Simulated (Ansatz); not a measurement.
**Worked example: correlation energy of Al2GaH, singlet**

Geometry: a PBE0/def2-TZVP stationary point for this spin, not checked as a minimum.

```tsv
atom	x (Å)	y (Å)	z (Å)
Al	0.0000	-1.6024	-0.5088
Ga	0.0000	0.3290	0.8726
Al	0.0000	0.6907	-1.6369
H	0.0000	1.6437	-2.9214
```

Basis cc-pVDZ; Ansatz 0.2.0. Only valence electrons are correlated (noble-gas cores and the filled d shells of p-block atoms frozen), which leaves 10 electrons in 44 orbitals. Prefix R: restricted or restricted open-shell reference. No spin–orbit coupling is included, and no scalar relativity.

Full CI isn't at hand for all of this; RCCSDTQ serves as the reference, and is uncertain by about the last step of the cluster series.

Runs differ by some tens of microhartree through their thresholds, so steps under 0.03 kcal/mol mean nothing.

| level | total energy (hartree) |
| --- | --- |
| RHF | -2407.558442 |
| RMP2 | -2407.747761 |
| RCCSD | -2407.773515 |
| RCCSD(T) | -2407.789036 |
| RCCSDT | -2407.790265 |
| RCCSDT(Q) | -2407.792170 |
| RCCSDTQ | -2407.792132 |

**Question.** What is the correlation energy at RCCSDTQ, and what share of it do RMP2 and RCCSD recover?

**Answer.** E(corr) = -2407.792132 − (-2407.558442) = -0.233690 hartree = -6.359 eV. RMP2: -0.189319 / -0.233690 = 81.01 %. RCCSD: -0.215073 / -0.233690 = 92.03 %.

**Question.** By how many kcal/mol does RCCSD(T) miss RCCSDTQ (1 hartree = 627.509 kcal/mol), and which steps make up the rest?

**Answer.** -2407.789036 − (-2407.792132) = 0.003096 hartree = 1.94 kcal/mol. Steps: RCCSDT − RCCSD(T) = -0.77, RCCSDT(Q) − RCCSDT = -1.20, RCCSDTQ − RCCSDT(Q) = 0.02 kcal/mol. Differences between like states or geometries often cancel part of this.
